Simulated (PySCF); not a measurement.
Species: `FC=C1CC1`. The columns A, B, C and D hold Mulliken, IAO, Hirshfeld and ESP-fitted charges (e) of one PBE0/pcSseg-1 density (PySCF), in a shuffled order. Coordinates in Å (GFN2-xTB); the density's dipole moment is (-1.46, -1.01, -0.46) D.

| atom | x | y | z | A | B | C | D |
| --- | --- | --- | --- | --- | --- | --- | --- |
| F1 | 2.484 | 0.729 | 0.407 | -0.280 | -0.104 | -0.290 | -0.150 |
| C2 | 1.629 | -0.236 | -0.004 | +0.123 | +0.027 | +0.249 | -0.094 |
| C3 | 0.336 | -0.059 | -0.007 | -0.067 | -0.040 | -0.270 | +0.079 |
| C4 | -0.992 | -0.608 | -0.286 | -0.286 | -0.080 | -0.187 | -0.433 |
| C5 | -0.826 | 0.795 | 0.254 | -0.286 | -0.079 | -0.182 | -0.189 |
| H6 | 2.152 | -1.128 | -0.314 | +0.156 | +0.059 | +0.096 | +0.166 |
| H7 | -1.379 | -1.374 | 0.371 | +0.159 | +0.053 | +0.145 | +0.182 |
| H8 | -1.288 | -0.735 | -1.318 | +0.159 | +0.053 | +0.145 | +0.180 |
| H9 | -1.008 | 1.630 | -0.407 | +0.161 | +0.055 | +0.147 | +0.130 |
| H10 | -1.098 | 0.990 | 1.281 | +0.161 | +0.055 | +0.146 | +0.129 |

Problem. Which column most likely holds the ESP-fitted charges?

Solution. D. Σ q r misses the density's dipole by 0.04 D (D), 0.61 D (B), 1.01 D (A), 1.33 D (C). Charges fitted to the outside potential are the only set here that is tied to the molecule's multipoles.

Problem. And the Hirshfeld charges?

Solution. B. The mean sizes are 0.061 e (B), 0.173 e (D), 0.184 e (A), 0.186 e (C), and Hirshfeld charges are commonly the smallest of these schemes.

As computed, A = IAO, B = Hirshfeld, C = Mulliken, D = ESP-fitted. Hydrogens on carbon: IAO +0.16 to +0.16, Hirshfeld +0.05 to +0.06, Mulliken +0.10 to +0.15, ESP-fitted +0.13 to +0.18 e.

The ESP scheme is a least-squares fit of atom-centred charges to the potential on four shells outside the van der Waals surface, with the total charge fixed. The Hirshfeld scheme divides the density at each point in proportion to the densities of the neutral, spherically averaged free atoms.

Isolated species at its GFN2-xTB geometry, gas phase.
